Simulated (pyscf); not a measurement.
HF + HO–GeH₂–F → F–GeH₂–F + H₂O, a four-centre exchange (singlet surface; F–H, Ge–O broken, F–Ge, H–O formed). Single points on ωB97X-D3(BJ)/def2-SVP structures (PySCF, gas phase). Correlated levels are frozen-core, on RHF or UHF. ΔMP2 is the change of the MP2 total energy from the triple- to the quadruple-zeta basis. Energies in kJ/mol from the separated reactants.

Small-basis levels: PySCF, no dispersion term, spherical d functions. 

**Question.** Quick B3LYP/LANL2DZ single points give ΔE‡ = -24.6 kJ/mol and ΔE = -25.7 kJ/mol. What does CCSD(T)/def2-TZVPP + ΔMP2(QZVPP) give, and how far is the quick result from it?

**Answer.** CCSD(T)/def2-TZVPP + ΔMP2(QZVPP) gives ΔE‡ = 31.9 kJ/mol and ΔE = -25.5 kJ/mol. B3LYP/LANL2DZ lies 56.4 kJ/mol under it in the barrier and 0.2 kJ/mol under it in the reaction energy, so on this step it does not hold to within 12.6 kJ/mol. At B3LYP/LANL2DZ this geometry lies under one side, so its ΔE‡ may be no barrier of that level. CCSD(T)/def2-TZVPP + ΔMP2(QZVPP) has limits of its own. On the reactant side the descent ends in a bound adduct, 35.4 kJ/mol under the separated species and 54.0 kJ/mol under the saddle at ωB97X-D3(BJ)/def2-TZVP. On the product side the descent ends in a complex, 25.1 kJ/mol under the separated species and 72.3 kJ/mol under the saddle at ωB97X-D3(BJ)/def2-TZVP. At ωB97X-D3(BJ)/def2-TZVP the barrier from the zero used here is 18.5 kJ/mol. One saddle was located; it need not be the lowest between these sides. The CCSD(T) − MP2 part came from Ansatz, without density fitting, on the same reference. The frozen core leaves the outer d or s,p core shells of the metals and heavy elements correlated in the MP2 and CC values, and def2-TZVPP describes them poorly, which can shift differences by a few kcal/mol. In the def2 sets elements up to Kr have no core potential.
